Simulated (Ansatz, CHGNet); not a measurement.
## hcp Ti, volume per atom

Reference value: 17.50 Å³/atom (measured, copied from a table, unchecked, extrapolated to 0 K and zero-point effects removed; as tabulated in Lejaeghere et al. (2013), arXiv:1204.2733).

```
level (code)            value (Å³/atom)  error (%)
----------------------  ---------------  ---------
CHGNet-r²SCAN (CHGNet)            17.38       -0.7
LDA (Ansatz)                      16.11       -7.9
PBE (Ansatz)                      17.39       -0.6
PBEsol (Ansatz)                   16.73       -4.4
PBE-D3(BJ) (Ansatz)               16.52       -5.6
PBE-D4 (Ansatz)                   17.13       -2.1
rVV10 (Ansatz)                    17.43       -0.4
r²SCAN (Ansatz)                   17.31       -1.1
r²SCAN-D4 (Ansatz)                17.24       -1.5
r²SCAN+rVV10 (Ansatz)             17.19       -1.8
HSE06 (Ansatz)                    17.20       -1.7
```

Nearest, and too close to rank with a margin of 1.0 % (twice that across the reference) picked here for doubts on the reference and the settings: rVV10 (-0.4 %), PBE (-0.6 %), CHGNet-r²SCAN (-0.7 %), r²SCAN (-1.1 %). LDA (-7.9 %) lies farthest from it. Within 4 %: CHGNet-r²SCAN, PBE, PBE-D4, rVV10, r²SCAN, r²SCAN-D4, r²SCAN+rVV10, HSE06. The least costly first-principles kind among them: DFT without exact exchange (PBE, PBE-D4, rVV10, r²SCAN, r²SCAN-D4, r²SCAN+rVV10).

HSE06: hybrids on metals are sensitive to the k mesh and can open a false gap. Cutoffs and k meshes differ between the levels. Ansatz's density-functional and Hartree–Fock values are scalar-relativistic unless marked +SOC, with PAW data made under PBE.

Machine-learned potentials (CHGNet-r²SCAN) are trained on DFT data, which may include these solids.

Differences are worked out from the printed values.

Ansatz is a first-principles code.
